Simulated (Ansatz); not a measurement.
# C₂H₈NP: small, medium and large basis sets

An exercise on one series of results from a longer session: the logs are not shown, and one member is left open.

The runs use Ansatz 0.2.0, Gaussian basis; one geometry, several basis sets.

Levels to be run: PBE0-D4/def2-SVP; ωB97M-V/def2-SVP; PBE0-D4/def2-QZVPP; ωB97M-V/def2-QZVPP; the functionals' def2-TZVPP values are taken from earlier runs.

## The geometry

All runs share one geometry, relaxed beforehand with PBE0-D4 in a triple-zeta def2 set.

SMILES `CN(C)P`, 12 atoms, charge 0, spin multiplicity 1.

Atoms are counted from 1 here; the program's logs count them from 0.

Bond lengths: C1–N2 1.447 Å, C1–H5 1.101 Å, C1–H6 1.095 Å, C1–H7 1.091 Å, N2–C3 1.443 Å, N2–P4 1.700 Å, C3–H8 1.095 Å, C3–H9 1.102 Å, C3–H10 1.091 Å, P4–H11 1.438 Å, P4–H12 1.421 Å. Angles: N2–C1–H5 113.0°, N2–C1–H6 109.7°, N2–C1–H7 109.9°, H5–C1–H6 107.7°, H5–C1–H7 108.2°, H6–C1–H7 108.3°, C1–N2–C3 113.5°, C1–N2–P4 115.7°, C3–N2–P4 119.6°, N2–C3–H8 109.9°, N2–C3–H9 112.6°, N2–C3–H10 110.0°, H8–C3–H9 108.0°, H8–C3–H10 108.2°, H9–C3–H10 108.0°, N2–P4–H11 102.7°, N2–P4–H12 97.8°, H11–P4–H12 92.1°.

Geometry (Å):

```
C    -0.7394    1.2146   -0.3685
N    -0.3087   -0.0169    0.2575
C     1.1020   -0.0466    0.5603
P    -1.0804   -1.4310   -0.2863
H    -0.2379    1.4066   -1.3303
H    -0.5249    2.0600    0.2931
H    -1.8154    1.1840   -0.5463
H     1.3811    0.8503    1.1229
H     1.7285   -0.0885   -0.3454
H     1.3347   -0.9191    1.1728
H    -0.1369   -1.9628   -1.2330
H    -0.6256   -2.3060    0.7371
```

Set-up of the first run:

File in.yaml:

```yaml
crystal:
  periodic: [false, false, false]
  atoms:
    - {symbol: C, position_ang: [-0.739362, 1.214581, -0.368515]}
    - {symbol: N, position_ang: [-0.308682, -0.016949, 0.257492]}
    - {symbol: C, position_ang: [1.101980, -0.046609, 0.560343]}
    - {symbol: P, position_ang: [-1.080359, -1.430965, -0.286302]}
    - {symbol: H, position_ang: [-0.237919, 1.406596, -1.330262]}
    - {symbol: H, position_ang: [-0.524887, 2.060044, 0.293055]}
    - {symbol: H, position_ang: [-1.815409, 1.184021, -0.546279]}
    - {symbol: H, position_ang: [1.381074, 0.850318, 1.122898]}
    - {symbol: H, position_ang: [1.728462, -0.088516, -0.345368]}
    - {symbol: H, position_ang: [1.334700, -0.919085, 1.172784]}
    - {symbol: H, position_ang: [-0.136867, -1.962780, -1.232984]}
    - {symbol: H, position_ang: [-0.625632, -2.305959, 0.737136]}
basis:
  gaussian: {orbitals: def2-SVP}
hamiltonian: {xc: pbe0, dispersion: d4}
output: {orbitals: {seedname: orbitals}}
```

Among the steps run: PBE0-D4 in def2-SVP; ωB97M-V in def2-SVP; PBE0-D4 in def2-QZVPP; ωB97M-V in def2-QZVPP.

One table of the session follows, with a row left open; its other results are not shown here.

It belongs to the step «Density functionals: the series». 

```
functional       basis  HOMO (eV)  LUMO (eV)
   PBE0-D4    def2-SVP          ?          ?
   PBE0-D4  def2-TZVPP      -6.57       0.41
   PBE0-D4  def2-QZVPP      -6.60       0.21
   ωB97M-V    def2-SVP      -8.69       2.85
   ωB97M-V  def2-TZVPP      -8.85       2.16
   ωB97M-V  def2-QZVPP      -8.87       1.63
```

**Question.** Estimate the row for PBE0-D4, def2-SVP.

The run gave: HOMO (eV): -6.42; LUMO (eV): 0.92. In the column «HOMO (eV)» it is the highest.
